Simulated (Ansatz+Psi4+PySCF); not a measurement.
**singlet Na2: levels of theory in one basis**

```yaml
atoms:
  - { symbol: Na, position_ang: [0.0000, 0.0000, 1.5763] }
  - { symbol: Na, position_ang: [0.0000, 0.0000, -4.7288] }
```

Basis set: cc-pCVTZ (spherical functions). Correlated methods keep 2 orbitals frozen. Charge 0, multiplicity 1.

Computed with Ansatz (development build ahead of 0.2.0); each method stands on the lowest determinant of its kind that the runs found.

```tsv
method	E − E(RHF) (eV)	<S²> of the determinant
RHF	0.00	0.00
UHF	-1.24	0.99
UHF-MP2	-15.70	0.99
RHF-CCSD	-15.81	–
UHF-CCSD	-15.94	0.99
RHF-CCSD(T)	-16.16	–
UHF-CCSD(T)	-16.11	0.99
```

(1) What does RHF-MP2 give on the same scale?

(2) Is a single determinant a sound starting point here?

Answers

(1) -15.09 eV.

(2) It is doubtful. Unrestricted orbitals lower Hartree–Fock by 1.24 eV and <S²> is 0.99 where a pure state has 0.00, a sign of strong static correlation.

Caution for RHF, RHF-MP2, RHF-CCSD, RHF-CCSD(T): an unrestricted determinant lies well below. Caution for UHF, UHF-MP2, UHF-CCSD, UHF-CCSD(T): the unrestricted determinant is a mixture of spin states; the determinant breaks the point group. Caution for RHF-MP2: large amplitudes, a single reference is doubtful. Caution for RHF-CCSD, RHF-CCSD(T): very large amplitudes, the method is breaking down. Caution for RHF-CCSD, UHF-CCSD, RHF-CCSD(T), UHF-CCSD(T): the program doubts this total.
